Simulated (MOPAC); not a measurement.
MOPAC input (AM1):

```
AM1 FORCE THERMO(298,298) PRECISE LET GEO-OK AUX(PRECISION=9) THREADS=1
C4H4S

S    -0.00727592 1    0.00909975 1    1.16042112 1
C    -0.00326244 1    1.22144884 1    0.00868052 1
C     0.00303328 1   -1.22115586 1    0.02786538 1
C     0.00607253 1    0.70615891 1   -1.26847231 1
C     0.00976373 1   -0.72594835 1   -1.25722439 1
H    -0.00765103 1    2.27870242 1    0.26656890 1
H     0.00408396 1   -2.27423636 1    0.30233408 1
H     0.01026718 1    1.29532916 1   -2.18729192 1
H     0.01703245 1   -1.32944778 1   -2.16667721 1
```

From the last part of the output:

```
     H    9   0.025976   0.008155   5.896934

          HEAT OF FORMATION =      27.387318 KCALS/MOLE

          ZERO POINT ENERGY      42.792 KCAL/MOL

           NORMAL COORDINATE ANALYSIS (Total motion = 1 Angstrom)

   Root No.       1         2         3         4         5         6         7         8

                 1 B1      1 A2      1 A1      1 B2      2 B1      2 A1      2 A2      2 B2

                 407.6     510.5     641.2     741.0     789.8     823.9     848.6     914.9

           1   -0.0000   -0.0000    0.1007    0.0681    0.0000   -0.0264   -0.0000   -0.0284
           2   -0.0000    0.0000    0.1076   -0.0637    0.0000   -0.0282   -0.0000    0.0265
           3   -0.0500   -0.0000   -0.0000    0.0000    0.0074    0.0000    0.0000   -0.0000
           4    0.0000   -0.0000    0.0015   -0.1137   -0.0000    0.1416   -0.0000    0.0714
           5    0.0000   -0.0000   -0.1048   -0.0352   -0.0000   -0.0455   -0.0000   -0.0780
           6    0.0962   -0.0478    0.0000   -0.0000   -0.0238   -0.0000   -0.0441    0.0000
           7    0.0000    0.0000   -0.1047    0.0275   -0.0000   -0.0549    0.0000    0.0826
           8    0.0000    0.0000   -0.0055    0.1158   -0.0000    0.1382    0.0000   -0.0660
           9    0.0962    0.0478    0.0000   -0.0000   -0.0238    0.0000    0.0441    0.0000
          10   -0.0000    0.0000   -0.0698   -0.1187   -0.0000   -0.0068   -0.0000   -0.0854
          11   -0.0000    0.0000   -0.0791   -0.0279   -0.0000   -0.0278   -0.0000   -0.0072
          12   -0.0408    0.0761   -0.0000   -0.0000   -0.0237   -0.0000   -0.0246    0.0000
          13   -0.0000   -0.0000   -0.0743    0.0199   -0.0000   -0.0272    0.0000    0.0015
          14   -0.0000   -0.0000   -0.0749    0.1203   -0.0000   -0.0086    0.0000    0.0857
          15   -0.0408   -0.0761    0.0000   -0.0000   -0.0237    0.0000    0.0246   -0.0000
          16    0.0000   -0.0000   -0.0305   -0.0189    0.0000    0.1573    0.0000    0.1913
          17    0.0000   -0.0000   -0.1242    0.0177    0.0000   -0.0329    0.0000    0.0046
          18    0.2366   -0.1248    0.0000   -0.0000    0.1987   -0.0000    0.2957    0.0000
          19    0.0000    0.0000   -0.1219   -0.0189    0.0000   -0.0434   -0.0000    0.0082
          20    0.0000    0.0000   -0.0387    0.0177    0.0000    0.1547   -0.0000   -0.1911
          21    0.2366    0.1248    0.0000    0.0000    0.1987    0.0000   -0.2957    0.0000
          22   -0.0000    0.0000   -0.0843   -0.0846    0.0000   -0.0415    0.0000   -0.0915
          23   -0.0000    0.0000   -0.0257   -0.1663    0.0000    0.1365    0.0000    0.0344
          24   -0.1013    0.2513   -0.0000   -0.0000    0.2501   -0.0000    0.1356   -0.0000
          25   -0.0000   -0.0000   -0.0200    0.1603    0.0000    0.1390   -0.0000   -0.0405
          26   -0.0000   -0.0000   -0.0858    0.0955    0.0000   -0.0322   -0.0000    0.0890
          27   -0.1013   -0.2513    0.0000   -0.0000    0.2501    0.0000   -0.1356   -0.0000

   Root No.       9        10        11        12        13        14        15        16

                 3 B1      3 A2      3 A1      3 B2      4 A1      4 B2      5 A1      6 A1

                 938.1     972.9    1096.6    1119.1    1157.4    1249.5    1478.2    1566.8

           1    0.0000   -0.0000    0.0027    0.0056    0.0018   -0.0014    0.0016   -0.0051
           2    0.0000    0.0000    0.0029   -0.0053    0.0020    0.0013    0.0017   -0.0054
           3    0.0042   -0.0000   -0.0000   -0.0000    0.0000    0.0000    0.0000   -0.0000
           4   -0.0000    0.0000   -0.0172    0.0120   -0.0285    0.0402   -0.0405   -0.0267
           5   -0.0000    0.0000   -0.0037   -0.0168    0.0120    0.0192   -0.0384   -0.1446
           6   -0.0450    0.0361    0.0000    0.0000   -0.0000   -0.0000   -0.0000    0.0000
           7   -0.0000   -0.0000   -0.0026    0.0176    0.0139   -0.0164   -0.0356   -0.1425
           8   -0.0000   -0.0000   -0.0174   -0.0108   -0.0276   -0.0414   -0.0430   -0.0363
           9   -0.0450   -0.0361   -0.0000   -0.0000    0.0000    0.0000    0.0000    0.0000
          10    0.0000   -0.0000   -0.0296   -0.0143   -0.0286   -0.0213    0.1261    0.0325
          11    0.0000   -0.0000    0.0074    0.0046    0.0095    0.0216   -0.0780    0.1488
          12    0.0364   -0.0690    0.0000    0.0000   -0.0000   -0.0000    0.0000   -0.0000
          13    0.0000    0.0000    0.0094   -0.0055    0.0114   -0.0230   -0.0862    0.1463
          14    0.0000    0.0000   -0.0291    0.0139   -0.0279    0.0198    0.1206    0.0424
          15    0.0364    0.0690    0.0000    0.0000    0.0000   -0.0000   -0.0000   -0.0000
          16    0.0000   -0.0000    0.3026   -0.2343    0.0196   -0.1175    0.1342    0.0420
          17    0.0000   -0.0000    0.2006   -0.1727    0.0445   -0.0785    0.0606   -0.1049
          18    0.2254   -0.1269   -0.0000    0.0000   -0.0000   -0.0000   -0.0000    0.0000
          19    0.0000    0.0000    0.1800    0.1566    0.0430    0.0705    0.0514   -0.1074
          20    0.0000    0.0000    0.3153    0.2453    0.0225    0.1225    0.1380    0.0349
          21    0.2254    0.1269   -0.0000   -0.0000    0.0000    0.0000   -0.0000   -0.0000
          22   -0.0000    0.0000   -0.0068   -0.0531   -0.1186    0.0542    0.0750    0.0684
          23   -0.0000    0.0000   -0.0866    0.1609    0.3704   -0.2776    0.1270    0.0488
          24   -0.1910    0.2679    0.0000    0.0000   -0.0000    0.0000   -0.0000   -0.0000
          25   -0.0000   -0.0000   -0.0859   -0.1641    0.3776    0.2806    0.1217    0.0441
          26   -0.0000   -0.0000   -0.0126    0.0422   -0.0935   -0.0356    0.0833    0.0715
          27   -0.1910   -0.2679    0.0000    0.0000    0.0000    0.0000   -0.0000   -0.0000

   Root No.      17        18        19        20        21

                 5 B2      6 B2      7 A1      7 B2      8 A1

                1670.8    3243.0    3246.7    3253.9    3262.9

           1   -0.0010   -0.0002    0.0002   -0.0005   -0.0001
           2    0.0010    0.0002    0.0002    0.0004   -0.0001
           3   -0.0000    0.0000    0.0000   -0.0000   -0.0000
           4   -0.0519   -0.0022    0.0067   -0.0161    0.0129
           5   -0.1223    0.0053   -0.0113    0.0277   -0.0217
           6    0.0000    0.0000    0.0000   -0.0000   -0.0000
           7    0.1186   -0.0055   -0.0118   -0.0287   -0.0225
           8    0.0600    0.0019    0.0059    0.0142    0.0114
           9    0.0000   -0.0000   -0.0000   -0.0000    0.0000
          10    0.0522    0.0308   -0.0232   -0.0063    0.0153
          11    0.1454    0.0073   -0.0069   -0.0017    0.0035
          12   -0.0000   -0.0000    0.0000    0.0000    0.0000
          13   -0.1416   -0.0052   -0.0053    0.0013    0.0025
          14   -0.0618   -0.0312   -0.0236    0.0064    0.0155
          15    0.0000   -0.0000   -0.0000    0.0000    0.0000
          16    0.0410    0.0398   -0.0916    0.2082   -0.1556
          17   -0.0699   -0.0618    0.1442   -0.3279    0.2454
          18   -0.0000    0.0000    0.0000    0.0000   -0.0000
          19    0.0725    0.0643    0.1500    0.3411    0.2553
          20   -0.0362   -0.0355   -0.0818   -0.1858   -0.1388
          21    0.0000   -0.0000   -0.0000    0.0000    0.0000
          22    0.1031   -0.3774    0.2833    0.0706   -0.1635
          23   -0.0805   -0.0939    0.0695    0.0176   -0.0403
          24    0.0000   -0.0000   -0.0000    0.0000    0.0000
          25    0.0872    0.0685    0.0504   -0.0129   -0.0293
          26   -0.0975    0.3828    0.2873   -0.0716   -0.1658
          27    0.0000   -0.0000   -0.0000    0.0000    0.0000

           MASS-WEIGHTED COORDINATE ANALYSIS (NORMAL COORDINATES)

   Root No.       1         2         3         4         5         6         7         8

                 1 B1      1 A2      1 A1      1 B2      2 B1      2 A1      2 A2      2 B2

                 407.6     510.5     641.2     741.0     789.8     823.9     848.6     914.9

           1   -0.0000   -0.0000    0.5046    0.3767    0.0000   -0.1796   -0.0000   -0.2098
           2   -0.0000   -0.0000    0.5395   -0.3523    0.0000   -0.1920    0.0000    0.1962
           3   -0.4104   -0.0000   -0.0000    0.0000    0.0865    0.0000    0.0000   -0.0000
           4    0.0000   -0.0000    0.0047   -0.3850   -0.0000    0.5899   -0.0000    0.3232
           5    0.0000   -0.0000   -0.3215   -0.1192   -0.0000   -0.1897   -0.0000   -0.3528
           6    0.4832   -0.2788    0.0000   -0.0000   -0.1705   -0.0000   -0.2916    0.0000
           7    0.0000    0.0000   -0.3211    0.0932   -0.0000   -0.2288    0.0000    0.3737
           8    0.0000    0.0000   -0.0168    0.3921   -0.0000    0.5759    0.0000   -0.2988
           9    0.4832    0.2788    0.0000   -0.0000   -0.1705    0.0000    0.2916    0.0000
          10   -0.0000    0.0000   -0.2141   -0.4018   -0.0000   -0.0282   -0.0000   -0.3865
          11   -0.0000    0.0000   -0.2427   -0.0945   -0.0000   -0.1156   -0.0000   -0.0328
          12   -0.2050    0.4442   -0.0000   -0.0000   -0.1696   -0.0000   -0.1624    0.0000
          13   -0.0000   -0.0000   -0.2279    0.0674   -0.0000   -0.1135    0.0000    0.0068
          14   -0.0000   -0.0000   -0.2298    0.4072   -0.0000   -0.0359    0.0000    0.3878
          15   -0.2050   -0.4442    0.0000   -0.0000   -0.1696    0.0000    0.1624   -0.0000
          16    0.0000   -0.0000   -0.0271   -0.0185    0.0000    0.1898    0.0000    0.2507
          17    0.0000   -0.0000   -0.1104    0.0173    0.0000   -0.0398    0.0000    0.0060
          18    0.3443   -0.2109    0.0000   -0.0000    0.4119   -0.0000    0.5666    0.0000
          19    0.0000    0.0000   -0.1083   -0.0185    0.0000   -0.0524   -0.0000    0.0108
          20    0.0000    0.0000   -0.0344    0.0173    0.0000    0.1867   -0.0000   -0.2506
          21    0.3443    0.2109    0.0000    0.0000    0.4119    0.0000   -0.5666    0.0000
          22   -0.0000    0.0000   -0.0749   -0.0829    0.0000   -0.0500    0.0000   -0.1200
          23   -0.0000    0.0000   -0.0228   -0.1631    0.0000    0.1647    0.0000    0.0451
          24   -0.1474    0.4248   -0.0000   -0.0000    0.5184   -0.0000    0.2599   -0.0000
          25   -0.0000   -0.0000   -0.0178    0.1572    0.0000    0.1677   -0.0000   -0.0531
          26   -0.0000   -0.0000   -0.0762    0.0937    0.0000   -0.0389   -0.0000    0.1167
          27   -0.1474   -0.4248    0.0000   -0.0000    0.5184    0.0000   -0.2599   -0.0000

   Root No.       9        10        11        12        13        14        15        16

                 3 B1      3 A2      3 A1      3 B2      4 A1      4 B2      5 A1      6 A1
```
